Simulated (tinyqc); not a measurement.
Worked calculation: CIS and TDHF on RHF in the sto-6g basis, frozen core, for H2O, spin multiplicity 1. One step of it, computed by the program tinyqc.

Problem. CIS triplet states. Diagonalise A (1 hartree = 27.211386 eV); each vector has its largest component positive (the first on a tie).

CIS matrix A, triplet (hartree), lower triangle:
```
,2>6,2>7,3>6,3>7,4>6,4>7,5>6,5>7
2>6,1.279421
2>7,0.000000,1.380719
3>6,0.000000,-0.094858,0.645356
3>7,-0.094858,0.000000,0.000000,0.708236
4>6,-0.055943,0.000000,0.000000,-0.047045,0.540378
4>7,0.000000,0.009416,-0.047045,0.000000,0.000000,0.592802
5>6,0.000000,0.000000,0.000000,0.000000,0.000000,0.000000,0.421253
5>7,0.000000,0.000000,0.000000,0.000000,0.000000,0.000000,0.000000,0.498713
```

Give: triplet excitation energies; lowest vectors.

Solution.

triplet excitation energies (eV): 11.463  13.571  14.143  15.322  18.035  19.334  35.315  37.907

lowest vectors:
```
,state 1,state 2,state 3,state 4,state 5,state 6
2>6,0.000,0.000,0.106,0.000,0.000,0.128
2>7,0.000,0.000,0.000,0.053,0.117,0.000
3>6,0.000,0.000,0.000,0.541,0.831,0.000
3>7,0.000,0.000,0.291,0.000,0.000,0.944
4>6,0.000,0.000,0.951,0.000,0.000,-0.303
4>7,0.000,0.000,0.000,0.839,-0.543,0.000
5>6,1.000,0.000,0.000,0.000,0.000,0.000
5>7,0.000,1.000,0.000,0.000,0.000,0.000
```
